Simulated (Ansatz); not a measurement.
# [SiH3]+ (SMILES [SiH3+]) at B3LYP/aug-cc-pVTZ

What is the vertical ionisation energy of [SiH3]+ at B3LYP/aug-cc-pVTZ? 

The results are computed with Ansatz 0.2.0.

1 further run of the same task is left out (it didn't finish).

### Step 1. The molecule

[SiH3]+: 4 atoms, total charge +1, spin state singlet. SMILES: `[SiH3+]`. The coordinates come from a PBE0-D4/def2-TZVP relaxation.

Bond lengths: Si1–H2 1.472 Å, Si1–H3 1.472 Å, Si1–H4 1.472 Å. Angles: H2–Si1–H3 120.0°, H2–Si1–H4 120.0°, H3–Si1–H4 120.0°.

### Step 2. The energy at B3LYP/aug-cc-pVTZ

Input file input.yaml:

```yaml
crystal:
  periodic: [false, false, false]
  atoms:
    - {symbol: Si, position_ang: [-0.000000, -0.000000, 0.000000]}
    - {symbol: H, position_ang: [0.686900, 0.675400, 1.113000]}
    - {symbol: H, position_ang: [-0.118400, -1.467200, -0.009900]}
    - {symbol: H, position_ang: [-0.568500, 0.791700, -1.103100]}
basis:
  gaussian:
    orbitals: aug-cc-pVTZ
total_charge: 1
hamiltonian:
  xc: {name: B3LYP}
accuracy: high
output: {orbitals: {seedname: orbitals}}
```

The run is started by

```
$ ansatz run input.yaml --threads 1 --pin off --max-ram 3480MiB --events-out events.jsonl --progress --plain --runs-dir runs
```

Output:

```text
Warning: RAYON_NUM_THREADS=1 ignored (pool sized by the plan → 1); use --threads N
Functional definition: B3LYP
  name "B3LYP"
  parameter a0 = 0.2
  parameter ax = 0.72
  parameter ac = 0.81
  exchange = (1 - a0 - ax)*slater_x + ax*b88_x + a0*exact_x
  correlation = (1 - ac)*vwn_rpa_c + ac*lyp_c
1784 factors; integrals over basis functions are off by at most 3.7e-9 eV
mean field evaluation 1: about -7917.0612 eV, gradient 1.3e1 eV
mean field evaluation 2: about -7917.5539 eV, gradient 3.4e0 eV
mean field evaluation 4: about -7917.5815 eV, gradient 2.4e-2 eV
mean field evaluation 8: about -7917.5815 eV, gradient 6.0e-4 eV
mean field evaluation 16: about -7917.5815 eV, gradient 6.9e-8 eV
mean field -7917.58145586 eV, -290.9657517734 hartree, gradient 6.9e-8 eV, S^2 0.000000; 0 other end points of the search recorded, 0 dependent functions left out
reference -7917.58148975 eV, -290.9657530189 hartree; 8, 8 occupied and 111, 111 virtual orbitals, 1784 factors
Total energy: -7917.58148975 eV, -290.9657530189 hartree
```

It took 5.7 s on 1 thread of Arm Neoverse V1, shared host; peak memory 0.28 GiB.

### Step 3. Doublet [SiH3]2+, same level

Input file in.yaml:

```yaml
crystal:
  periodic: [false, false, false]
  atoms:
    - {symbol: Si, position_ang: [-0.000000, -0.000000, 0.000000]}
    - {symbol: H, position_ang: [0.686900, 0.675400, 1.113000]}
    - {symbol: H, position_ang: [-0.118400, -1.467200, -0.009900]}
    - {symbol: H, position_ang: [-0.568500, 0.791700, -1.103100]}
basis:
  gaussian:
    orbitals: aug-cc-pVTZ
total_charge: 2
hamiltonian:
  xc: {name: B3LYP}
output:
  orbitals: {seedname: orbitals}
accuracy: high
magnetization:
  spin_polarized: true
  initial_magnetization: 1
```

The run is started by

```
$ ansatz run in.yaml --threads 1 --pin off --max-ram 3480MiB --events-out events.jsonl --progress --plain --runs-dir runs
```

Output, shortened:

```text
Warning: RAYON_NUM_THREADS=1 ignored (pool sized by the plan → 1); use --threads N
[... 7 set-up lines as earlier in the session ...]
1784 factors; integrals over basis functions are off by at most 3.7e-9 eV
mean field evaluation 1: about -7896.1874 eV, gradient 9.6e0 eV
mean field evaluation 2: about -7896.6298 eV, gradient 5.2e0 eV
mean field evaluation 4: about -7896.8339 eV, gradient 4.3e-1 eV
mean field evaluation 8: about -7896.8355 eV, gradient 1.1e-2 eV
mean field evaluation 16: about -7896.8355 eV, gradient 1.2e-4 eV
mean field evaluation 32: about -7896.7588 eV, gradient 2.7e0 eV
mean field evaluation 64: about -7896.8131 eV, gradient 5.2e-1 eV
mean field -7896.83549916 eV, -290.2033519267 hartree, gradient 8.6e-8 eV, S^2 0.758353; 4 other end points of the search recorded, 0 dependent functions left out
reference -7896.83553036 eV, -290.2033530734 hartree; 8, 7 occupied and 111, 112 virtual orbitals, 1784 factors
Total energy: -7896.83553036 eV, -290.2033530734 hartree
```

It took 29 s on 1 thread of Arm Neoverse V1, shared host; peak memory 0.34 GiB.

### Step 4. What came out

At B3LYP/aug-cc-pVTZ:

| quantity | value |
| --- | --- |
| singlet [SiH3]+: total energy | -290.96575 Eh |
| singlet [SiH3]+: HOMO energy | -17.49 eV |
| singlet [SiH3]+: LUMO energy | -10.52 eV |
| singlet [SiH3]+: HOMO–LUMO gap | 6.97 eV |
| doublet [SiH3]2+: total energy | -290.20335 Eh |
| doublet [SiH3]2+: HOMO energy (highest over α and β) | -25.30 eV |
| doublet [SiH3]2+: LUMO energy (lowest over α and β) | -23.95 eV |
| doublet [SiH3]2+: ⟨S²⟩ | 0.758 |
| vertical ionisation energy (to the doublet dication) | 20.746 eV |

In words: The vertical ionisation energy comes to 20.75 eV (478 kcal/mol). −ε(HOMO) before ionisation, 17.49 eV, is 3.25 eV below this ionisation energy.
